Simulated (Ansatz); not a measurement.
A run of Ansatz (development build ahead of 0.2.0) on doublet H₂O(+) at this shape:

```yaml
atoms:
  - { symbol: O, position_ang: [-0.0042, -0.0019, -0.1257] }
  - { symbol: H, position_ang: [-0.0038, 0.8113, 0.4691] }
  - { symbol: H, position_ang: [0.0076, -0.8170, 0.4729] }
```

Its results:

* Converged: yes
* Reference energy: -74.66842 hartree
* Correlation energy: -0.02993 hartree
* Total energy: -74.69835 hartree
* Spin squared of the determinant: 0.757

Q: Which input gives this output? Name the method, the orbitals and the basis set, and write the input.

A: UHF-MP2 in STO-3G.

```yaml
crystal:
  periodic: [false, false, false]
  atoms:
    - { symbol: O, position_ang: [-0.00424, -0.00195, -0.12569] }
    - { symbol: H, position_ang: [-0.00383, 0.81133, 0.4691] }
    - { symbol: H, position_ang: [0.00758, -0.81696, 0.47293] }
basis:
  gaussian: { orbitals: STO-3G }
total_charge: 1
magnetization:
  spin_polarized: true
  initial_magnetization: 1
hamiltonian:
  xc: hf
correlation:
  method: mp2
  frozen_orbitals: { H: 0, O: 1 }
```
